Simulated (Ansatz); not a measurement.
**LiSi₂H₅ (SMILES [Li][SiH2][SiH3]): functionals against CCSD(T) at one geometry**

One table from this session's results is given with a row withheld; the runs are named, their logs left out.

Method: single points in def2-TZVPP; program: Ansatz 0.2.0, Gaussian basis.

Correlated methods freeze the cores. The outer core shell of Li, Na, Mg and K is correlated.

### Starting geometry

SMILES `[Li][SiH2][SiH3]`, 8 atoms, charge 0, spin multiplicity 1.

Atoms are counted from 1 here; the program's logs count them from 0.

Bond lengths: Li1–Si2 2.372 Å, Si2–Si3 2.377 Å, Si2–H4 1.692 Å, Si2–H5 1.500 Å, Si3–H6 1.512 Å, Si3–H7 1.502 Å, Si3–H8 1.656 Å. Angles: Li1–Si2–Si3 121.0°, Li1–Si2–H4 109.7°, Li1–Si2–H5 121.2°, Si3–Si2–H4 104.3°, Si3–Si2–H5 101.1°, H4–Si2–H5 95.6°, Si2–Si3–H6 111.0°, Si2–Si3–H7 127.0°, Si2–Si3–H8 107.8°, H6–Si3–H7 100.2°, H6–Si3–H8 104.1°, H7–Si3–H8 104.6°.

Coordinates:

```mol
H5LiSi2
  3D, bonds by distance, orders not assigned

  8  7  0  0  0  0  0  0  0  0999 V2000
   -2.8203    1.2240   -0.4260 Li  0  0
   -0.5822    0.5595   -0.8428 Si  0  0
    0.6596   -0.6483    0.7851 Si  0  0
   -0.5239   -0.4185   -2.2217 H   0  0
    0.4455    1.5437   -1.3176 H   0  0
    0.8155    0.1576    2.0545 H   0  0
    2.0531   -1.1893    0.6401 H   0  0
   -0.2483   -1.9546    1.2464 H   0  0
  1  2  8  0
  2  3  8  0
  2  4  8  0
  2  5  8  0
  3  6  8  0
  3  7  8  0
  3  8  8  0
M  END
```

The first run:

run/in.yaml reads:

```yaml
crystal:
  periodic: [false, false, false]
  atoms:
    - {symbol: Li, position_ang: [-2.820300, 1.224000, -0.426000]}
    - {symbol: Si, position_ang: [-0.582200, 0.559500, -0.842800]}
    - {symbol: Si, position_ang: [0.659600, -0.648300, 0.785100]}
    - {symbol: H, position_ang: [-0.523900, -0.418500, -2.221700]}
    - {symbol: H, position_ang: [0.445500, 1.543700, -1.317600]}
    - {symbol: H, position_ang: [0.815500, 0.157600, 2.054500]}
    - {symbol: H, position_ang: [2.053100, -1.189300, 0.640100]}
    - {symbol: H, position_ang: [-0.248300, -1.954600, 1.246400]}
basis:
  gaussian: {orbitals: def2-TZVPP}
correlation: {method: ccsd_t}
output: {forces: true}
```

No record of the launch command was kept for these runs.

Among the steps run: CCSD(T)/def2-TZVPP; PBE0-D4/def2-TZVPP; wB97M-V/def2-TZVPP; r2SCAN-D4/def2-TZVPP; PBE-D4/def2-TZVPP; r2SCANh-D4/def2-TZVPP; BLYP-D4/def2-TZVPP.

One table of the session follows, with a row left open; its other results are not shown here.

| method | RMS force component (eV/Å) | angle to CCSD(T) forces (°) | dipole (D) |
| --- | --- | --- | --- |
| CCSD(T) | 0.866 | reference | 8.33 |
| PBE0-D4 | 0.829 | 3.3 | 8.12 |
| wB97M-V | 0.879 | 2.7 | 8.23 |
| r2SCAN-D4 | 0.827 | 3.1 | 8.22 |
| PBE-D4 | 0.753 | 7.9 | 7.95 |
| r2SCANh-D4 | 0.848 | 2.3 | 8.24 |
| BLYP-D4 | ? | ? | ? |

Q: Estimate the row for BLYP-D4 from the others.

**Answer.** RMS force component (eV/Å): 0.754; angle to CCSD(T) forces (°): 4.7; dipole (D): 7.96. In the column «RMS force component (eV/Å)» it lies between PBE-D4 (0.753) and r2SCAN-D4 (0.827).
